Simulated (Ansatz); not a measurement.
`F[SiH2]P` → PH₃ + `F[SiH]`  (silylene formation by 1,1-elimination)

Gas-phase electronic energies from Ansatz, PBE0-D4/def2-TZVP geometries. CBS: MP2 limit from def2 TZ/QZ plus the TZ coupled-cluster correction, frozen cores. This one scheme is used for every species. DFT in def2-TZVPP. B3LYP here is the variant with VWN-RPA as its local correlation; programs differ in this. One conformer a species, not always the lowest.

```csv
species,B3LYP-D4 energy (Eh)
`F[SiH2]P`,-733.27162
PH₃,-343.17920
`F[SiH]`,-390.01161
```

(1) Work out ΔE.

Largest T1 diagnostic among the species: 0.015.

Answers

(1) ΔE = (-343.17920) + (-390.01161) − (-733.27162) = 0.08081 Eh = +2.20 eV. CCSD(T)/CBS gives +2.29 eV.

From r2SCAN to r2SCAN0 (25 % exact exchange), in def2-TZVPP and without D4, ΔE moves by +0.03 eV. Leaving LDA and LC-ωPBE aside and taking each functional with its dispersion term where it has one, the values, not all of them listed here, spread over 0.48 eV, from BLYP-D4 to r2SCAN0-D4. LDA lies +0.30 eV from PBE without D4.
